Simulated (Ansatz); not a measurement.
**AlNH2+ (doublet): from Hartree-Fock to the top rungs, def2-TZVPP**

An exercise on one series of results from a longer session: the logs are not shown, and one member is left open.

Program: Ansatz 0.2.0, Gaussian basis. Level of theory: def2-TZVPP, core rule «outside noble gas», up to 6 orbitals frozen. These are calculated values, not measurements.

Plan: UHF; ROHF; CCSD(T) on UHF.

2 further runs of the same task are left out: 2 set aside as unsound or not needed.

## The geometry

The geometry is a PBE0/def2-TZVP stationary point (not a proven minimum) of the parent state, kept for this charge and spin.

4 atoms, charge 1, spin multiplicity 2.

Atoms are counted from 1 here; the program's logs count them from 0.

Bond lengths: Al1–N2 1.771 Å, N2–H3 1.007 Å, N2–H4 1.007 Å. Angles: Al1–N2–H3 124.1°, Al1–N2–H4 124.1°, H3–N2–H4 111.7°.

The first run:

File in.yaml:

```yaml
crystal:
  periodic: [false, false, false]
  atoms:
    - {symbol: Al, position_ang: [0.000000, 0.000000, 0.686473]}
    - {symbol: N, position_ang: [0.000000, 0.000000, -1.084932]}
    - {symbol: H, position_ang: [0.000000, 0.833405, -1.649784]}
    - {symbol: H, position_ang: [0.000000, -0.833405, -1.649784]}
basis:
  gaussian: {orbitals: def2-TZVPP}
total_charge: 1
magnetization: {spin_polarized: true, initial_magnetization: 1}
hamiltonian: {xc: hf}
output: {orbitals: {seedname: orbitals}}
```

The run is started by

```console
$ ansatz run in.yaml --threads 1 --pin off --events-out ev --progress --plain --max-ram 4096MiB --backend cpu
```

Among the steps run: UHF; ROHF; CCSD(T) on UHF.

One table of the session follows, with a row left open; its other results are not shown here.

```
  method  from UCCSD(T) (kcal/mol)
    ROHF                   +168.68
     UHF                         ?
    UMP2                    +13.01
   UCCSD                     +6.44
UCCSD(T)                         0
```

Q: Estimate the row for UHF from the others.

The run gave: from UCCSD(T) (kcal/mol): +168.05. In the column «from UCCSD(T) (kcal/mol)» it lies between UMP2 (+13.01) and ROHF (+168.68).
